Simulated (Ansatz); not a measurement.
System: zinc-blende HgS (metastable phase). Method: revPBE (Ansatz, a first-principles code, PAW).

Settings: plane-wave cutoff 520 eV, 10×10×10 k mesh, Fermi–Dirac smearing 0.01 eV, scalar-relativistic PAW data made under PBE.

Computed at the level's own relaxed cell.

Question: Give the computed volume per atom, bulk modulus, lattice parameter a and pressure derivative B′ of the bulk modulus.

Answer: 
- volume per atom: 27.73 Å³/atom
- bulk modulus: 44.8 GPa
- lattice parameter a: 6.054 Å
- pressure derivative B′ of the bulk modulus: 5.0

The run finds no gap.

Measured, for comparison: equilibrium volume per atom 24.91 Å³/atom, lattice constant a 5.841 Å (295 K, not corrected to a static lattice; as tabulated in Cardona et al. (2009), arXiv:0908.2634). Computed (rounded) less measured: equilibrium volume per atom +11.3 %, lattice constant a +3.6 %.

Note: the cell is over a tenth larger than the published one: the level's own overestimate first of all, though another phase or state, or a fault of the published cell, is possible.

Spin–orbit coupling is not included; it can open a gap where bands touch, and shift volumes and moduli.
